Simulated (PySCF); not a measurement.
# Adding and removing an electron: NaS

UHF-SCS-MP2; Na aug-pcseg-1, S aug-pcseg-1; no relativity (PySCF 2.14). Neutral (UHF): doublet (π ↑), Re = 2.554 Å, ωe = 311 cm⁻¹, De = 2.31 eV.

NaS⁻ (RHF): singlet (closed shell), Re = 2.493 Å, ωe = 314 cm⁻¹. The energies at the minima are -559.46843 hartree for NaS and -559.49868 for NaS⁻.

Work out the adiabatic electron affinity, without and with harmonic zero-point energies (1 hartree = 27.2114 eV, 1 eV = 8065.5 cm⁻¹), and the change of the bond length.

At SCS-MP2: 0.03025 hartree = 0.823 eV between the minima; the zero-point term (311.0 − 314.0)/2 cm⁻¹ = -0.000 eV makes it 0.823 eV. Re changes by -6.1 pm against the neutral. The electron enters a π orbital, and the shorter bond of the ion fits a bonding orbital, or a change in how ionic the bond is.

Correlated steps freeze 6 core orbitals. Correlated levels converge slowly with the basis: in double zeta they bind strong bonds too weakly, by up to about 1 eV, and carry superposition errors of some tenths. States were picked by a PBE0 search and need not be the measured ground states.

Neutral and ion stand on different kinds of reference determinant, which adds to the error of the difference.
